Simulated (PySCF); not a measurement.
Compound: C₄H₈ClF.
Structure used (GFN2-xTB), in Å, numbered top down from 1:
```
atom  x, y, z in Å
C1     1.9300   -0.2371    0.0000
C2     0.6075    0.4009   -0.3859
Cl3    0.5023    2.0350    0.3336
C4    -0.5979   -0.4112    0.0980
C5    -1.9348    0.1713   -0.3281
F6    -0.4789   -1.6819   -0.4420
H7     2.0122   -0.3224    1.0815
H8     2.7602    0.3603   -0.3682
H9     1.9886   -1.2317   -0.4375
H10    0.5444    0.5339   -1.4697
H11   -0.5523   -0.5436    1.1868
H12   -2.7349   -0.5001   -0.0273
H13   -2.0847    1.1385    0.1409
H14   -1.9624    0.2876   -1.4092
```

Computed with CAM-B3LYP/def2-SVPD in PySCF (dipole) on a GFN2-xTB geometry, gas phase.

Masses are those of the commonest isotopes; rigid-rotor values at the optimised geometry. The values belong to one conformer with, in the numbering `[CH3:1][C@H:2]([Cl:3])[C@@H:4]([CH3:5])[F:6]`, C1–C2–C4–C5 -177°.

What are A, B and C (MHz)?

Ia = 130.51, Ib = 235.00, Ic = 344.62 u·Å²; 505379 MHz·u·Å²/I gives A = 3872, B = 2151, C = 1466 MHz.

What kind of rotor is it?

An asymmetric top; Ray's κ = -0.431.

What does the inertial defect say?

Not planar: Δ = Ic − Ia − Ib = -20.90 u·Å². For a rigid frame Δ = −2 Σ m c², so Σ m c² = 10.45 u·Å² lies off the ab plane: 7.27 from hydrogen and 3.18 from heavier atoms. The atom farthest from that plane is 1.46 Å away.

Give the other two planar moments, Paa and Pbb, and the rms extents of the mass along the axes.

Paa = Σ m a² = (Ib + Ic − Ia)/2 = 224.55 and Pbb = Σ m b² = (Ia + Ic − Ib)/2 = 120.07 u·Å². With the mass M = 110.03 u, the rms extents √(P/M) along a, b and c are 1.43, 1.04, 0.31 Å.

Which types of transition are allowed, and where do some lines up to J = 5 fall?

The dipole components are |μa| = 0.12 D, |μb| = 0.02 D, |μc| = 0.08 D. Intensities carry the squares of the components, which stand as 1.00 : 0.04 : 0.46 (a : b : c). Some lines, for components of 0.1 D or more:

| type | branch | J(Ka,Kc) | MHz | lower level (cm⁻¹) |
| --- | --- | --- | --- | --- |
| a | Q | 1(1,0) ← 1(1,1) | 684 | 0.178 |
| a | Q | 2(1,1) ← 2(1,2) | 2052 | 0.397 |
| a | Q | 4(2,2) ← 4(2,3) | 2057 | 1.477 |
| a | Q | 5(2,3) ← 5(2,4) | 4062 | 2.068 |
| a | Q | 3(1,2) ← 3(1,3) | 4078 | 0.721 |
| a | Q | 4(1,3) ← 4(1,4) | 6663 | 1.149 |
| a | R | 2(1,1) ← 1(1,0) | 7918 | 0.201 |
| a | Q | 5(1,4) ← 5(1,5) | 9602 | 1.678 |
| a | R | 3(2,2) ← 2(2,1) | 10851 | 0.637 |
| a | R | 3(2,1) ← 2(2,0) | 11462 | 0.643 |
| a | R | 3(1,2) ← 2(1,1) | 11757 | 0.465 |
| a | R | 4(1,4) ← 3(1,3) | 12831 | 0.721 |
| a | R | 4(0,4) ← 3(0,3) | 13185 | 0.698 |
| a | R | 4(3,2) ← 3(3,1) | 14737 | 1.347 |
| a | R | 4(1,3) ← 3(1,2) | 15416 | 0.857 |
| a | R | 5(1,5) ← 4(1,4) | 15862 | 1.149 |
| a | R | 5(0,5) ← 4(0,4) | 16053 | 1.138 |
| a | R | 5(2,4) ← 4(2,3) | 17717 | 1.477 |
| a | R | 5(3,3) ← 4(3,2) | 18438 | 1.838 |
| a | R | 5(4,2) ← 4(4,1) | 18454 | 2.312 |
| a | R | 5(1,4) ← 4(1,3) | 18801 | 1.371 |

Estimate the classical rotational partition function at 25 K, 100 K and 500 K.

Point group C1, symmetry number σ = 1; q = (√π/σ)·√((kT/h)³/(ABC)), k/h = 20836.6 MHz/K: 6030 at 25 K, 48200 at 100 K, 539000 at 500 K.

No GFN2-xTB frequencies stand behind this structure, so it isn't proved a minimum. Constants of a rigid frame at the computed geometry: no zero-point averaging, no centrifugal distortion. A rigid rotor knows nothing of internal rotation, which can split or shift real lines. Quadrupole hyperfine structure (35Cl) is left out.
